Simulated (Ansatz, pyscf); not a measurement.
cyclic C₂H₂O (SMILES [C]1CO1) [singlet] → ketene (H₂C=C=O), a ring opening on the singlet surface: C–O broken, none formed. Single points on ωB97X-D3(BJ)/def2-SVP structures (PySCF, gas phase). Wave-function energies: Ansatz (an electronic-structure program), frozen core, RHF or UHF references. In kcal/mol, from the reactant's lowest minimum found.

```json
[
 {"level": "M06-2X/def2-TZVP", "barrier": "33.70", "reaction energy": "-61.08"},
 {"level": "ωB97M-D3(BJ)/def2-TZVP", "barrier": "29.94", "reaction energy": "-61.73"},
 {"level": "CCSD(T)/cc-pV(D+d)Z", "barrier": "21.27", "reaction energy": "-60.06"},
 {"level": "CCSDT(Q)/cc-pV(D+d)Z", "barrier": "?", "reaction energy": "?"},
 {"level": "CCSD(T)/cc-pV(T+d)Z", "barrier": "24.18", "reaction energy": "-60.37"},
 {"level": "CCSD(T)/cc-pV(Q+d)Z", "barrier": "?", "reaction energy": "-61.09"}
]
```

**Question.** Fill in the missing entries.

**Answer.** 
- CCSDT(Q)/cc-pV(D+d)Z, barrier: 18.92
- CCSDT(Q)/cc-pV(D+d)Z, reaction energy: -60.11
- CCSD(T)/cc-pV(Q+d)Z, barrier: 24.08

In cc-pV(D+d)Z, going from CCSD(T) to CCSDT(Q) shifts the barrier by -2.35 and the reaction energy by -0.05 kcal/mol. With HF in the quadruple-zeta basis and the correlation energy extrapolated as X⁻³ from X = 3, 4, CCSD(T) gives 24.20 and -61.44; adding the double-zeta shift gives ΔE‡ = 21.84 and ΔE = -61.49 kcal/mol, without core correlation, relativity or geometry relaxation at these levels. This is the saddle that the search found; another between the same sides may lie lower. One closed-shell reference is unstable to symmetry breaking; treat the single-reference values with care. The largest closed-shell T1 diagnostic is 0.033, which may signal static correlation.
